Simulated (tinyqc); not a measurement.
Worked calculation: Pariser-Parr-Pople SCF with singles CI, for the molecule C=C(O)O (SMILES; centres numbered as the heavy atoms are written). One step of it, computed by the program tinyqc.

Problem. Iteration 2: Fock matrix. F_rr = H_rr + P_rr gamma_rr / 2 + sum_(s != r) P_ss gamma_rs; F_rs = H_rs - P_rs gamma_rs / 2; E = tr P (H + F) / 2 + core repulsion sum_(r<s) z_r z_s gamma_rs.

P after iteration 1, order 1C, 2C, 3O, 4O:
```
[[1.418990, 0.772110, -0.337883, -0.337830],
 [0.772110, 0.973936, 0.449016, 0.448945],
 [-0.337883, 0.449016, 1.803506, -0.196463],
 [-0.337830, 0.448945, -0.196463, 1.803568]]
```

core matrix H (eV), order 1C, 2C, 3O, 4O:
```
[[-39.132684, -2.390000, 0.000000, 0.000000],
 [-2.390000, -51.088317, -2.330000, -2.330000],
 [0.000000, -2.330000, -56.392155, 0.000000],
 [0.000000, -2.330000, 0.000000, -56.389285]]
```

repulsion gamma_rs (eV), order 1C, 2C, 3O, 4O:
```
[[9.760000, 7.080743, 5.533632, 5.532338],
 [7.080743, 9.760000, 8.522682, 8.521106],
 [5.533632, 8.522682, 20.670000, 5.707920],
 [5.532338, 8.521106, 5.707920, 20.670000]]
```

Centres (angstrom, eV; a flat drawing with bonds scaled to 1.40 angstrom):
```
centre          x          y  core charge z          W   gamma_rr
1C      -1.212000  -0.700000              1   9.920000   9.760000
2C       0.000000   0.000000              1   9.920000   9.760000
3O       1.212000  -0.700000              2  30.920000  20.670000
4O       0.000000   1.400000              2  30.920000  20.670000
```

Give: F; pi energy.

Solution.

F (eV), order 1C, 2C, 3O, 4O:
```
[[-5.3539, -5.1236, 0.9349, 0.9345],
 [-5.1236, -5.5489, -4.2434, -4.2428],
 [0.9349, -4.2434, -11.3056, 0.5607],
 [0.9345, -4.2428, 0.5607, -11.3058]]
```

pi energy = -107.5500 eV
